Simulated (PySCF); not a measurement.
## BF⁺: frontier orbitals

r²SCAN0 at R = 1.215 Å; PySCF, no relativity, basis sets B def2-TZVPPD, F def2-TZVPPD. State: ²Σ⁺ (doublet), unpaired electrons σ ↑. Only the outer orbitals are listed, counted within each symmetry.

| spin | orbital | occ. | ε (eV) | on B (%) | main shells (%) |
| --- | --- | --- | --- | --- | --- |
| α | 3σ | 1 | -46.76 | 18 | 80 F s, 8 B p |
| α | 4σ | 1 | -26.82 | 18 | 71 F p, 13 B s, 11 F s |
| α | 1π | 1 | -24.21 | 12 | 87 F p, 10 B p |
| α | 1π | 1 | -24.21 | 12 | 87 F p, 10 B p |
| α | 5σ | 1 | -20.00 | 94 | 62 B s, 32 B p |
| α | 2π | 0 | -10.36 | 92 | 90 B p |
| α | 2π | 0 | -10.36 | 92 | 90 B p |
| β | 3σ | 1 | -46.72 | 17 | 80 F s, 8 B p |
| β | 4σ | 1 | -26.60 | 16 | 73 F p, 10 F s, 10 B s |
| β | 1π | 1 | -24.26 | 10 | 90 F p |
| β | 1π | 1 | -24.26 | 10 | 90 F p |
| β | 5σ | 0 | -12.89 | 91 | 67 B s, 24 B p |
| β | 2π | 0 | -8.24 | 93 | 91 B p |
| β | 2π | 0 | -8.24 | 93 | 91 B p |

Q: Which are the highest filled and the lowest empty level, where do they sit, and how wide is the gap?

A: Highest filled α 5σ at -20.00 eV (in %: 62 B s, 32 B p); lowest empty β 5σ at -12.89 eV (in %: 67 B s, 24 B p); the gap at r²SCAN0 is 7.11 eV.

```json
{"bond order (Mayer)": "1.69", "⟨S²⟩": "0.754", "charge on B (Mulliken, basis-dependent)": "0.91", "charge on B (Löwdin, basis-dependent)": "0.60", "dipole moment (positive dipole points towards F; it is taken about the centre of mass and depends on that origin)": "-3.48 D"}
```

The state was picked by a PBE0 search and need not be the measured ground state.
